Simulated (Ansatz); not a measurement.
Correlation energies of AlF$_{3}$, SMILES `[F][Al]([F])[F]` by basis set

| atom | x (Å) | y (Å) | z (Å) |
| --- | --- | --- | --- |
| F1 | 1.259 | -0.968 | 0.361 |
| Al2 | 0.000 | 0.000 | 0.000 |
| F3 | -0.954 | 0.573 | 1.190 |
| F4 | -0.305 | 0.396 | -1.550 |

The species carries charge 0 and has multiplicity 1. The geometry is a stationary point of PBE0-D4/def2-TZVP. Frozen core, restricted reference, Ansatz 0.2.0. CBS rows extrapolate triple and quadruple zeta.

```
      basis     HF (Eh)  MP2 corr.  CCSD corr.       (T)  CCSD(T) total
   def2-SVP  -540.13912   -0.61621    -0.62087  -0.00781     -540.76780
 def2-TZVPP  -540.61833   -0.82427           ?  -0.02222              ?
 def2-QZVPP  -540.64157   -0.90438    -0.89620         ?              ?
  CBS(def2)  -540.64477   -0.96373    -0.95088         ?              ?
cc-pV(D+d)Z  -540.47394   -0.62291    -0.62558  -0.00882     -541.10834
cc-pV(T+d)Z  -540.60101   -0.83103    -0.82709         ?              ?
cc-pV(Q+d)Z  -540.63596   -0.90808    -0.89980  -0.02736     -541.56312
    CBS(cc)  -540.64649   -0.96294    -0.95157  -0.03051     -541.62857
```

Problem. Fill in the withheld values. (An estimate is asked.)

Solution. Computed: def2-TZVPP CCSD corr.: -0.82239; def2-TZVPP CCSD(T) total: -541.46294; def2-QZVPP (T): -0.02733; def2-QZVPP CCSD(T) total: -541.56510; CBS(def2) (T): -0.03111; CBS(def2) CCSD(T) total: -541.62676; cc-pV(T+d)Z (T): -0.02293; cc-pV(T+d)Z CCSD(T) total: -541.45103.
